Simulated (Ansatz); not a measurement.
C2H2O, SMILES `[CH]C=O` (singlet; the order of the spin states depends on the level; H–C–C–O torsion 83°) (charge 0, multiplicity 1). This singlet lies 0.28 eV above the relaxed triplet at the level B3LYP/cc-pVTZ // PBE0-D3(BJ)/def2-TZVP (Ansatz, a first-principles code); other levels give the other order.

Calculation: Ansatz with LDA/cc-pVTZ // PBE0-D3(BJ)/def2-TZVP.

Ansatz 0.2 input:
```yaml
crystal:
  periodic: [false, false, false]
  atoms:
    - { symbol: C, position_ang: [0.850161, 0.020129, 0.271591] }
    - { symbol: C, position_ang: [-0.469887, -0.206201, 0.11766] }
    - { symbol: O, position_ang: [-0.692314, 1.03117, 0.01294] }
    - { symbol: H, position_ang: [1.514396, 0.167248, -0.575491] }
    - { symbol: H, position_ang: [-1.202355, -1.012346, 0.173298] }
basis:
  gaussian: { orbitals: cc-pVTZ }
hamiltonian:
  xc: lda
```

Output:

```
Functional definition: SPW92
615 factors; their error is unknown
mean field evaluation 1: about -4112.3895 eV, gradient 4.4e1 eV
mean field evaluation 2: about -4103.8242 eV, gradient 7.9e1 eV
mean field evaluation 4: about -4116.4912 eV, gradient 6.9e0 eV
mean field evaluation 8: about -4116.6053 eV, gradient 8.8e-2 eV
mean field evaluation 16: about -4116.5885 eV, gradient 5.2e-5 eV
mean field -4116.58850810 eV, -151.2818373488 hartree, gradient 5.2e-5 eV, S^2 0.000000; 0 other end points of the search recorded, 0 dependent functions left out
reference -4116.58853125 eV, -151.2818381997 hartree; 11, 11 occupied and 107, 107 virtual orbitals, 615 factors
Total energy: -4116.58853125 eV, -151.2818381997 hartree
```
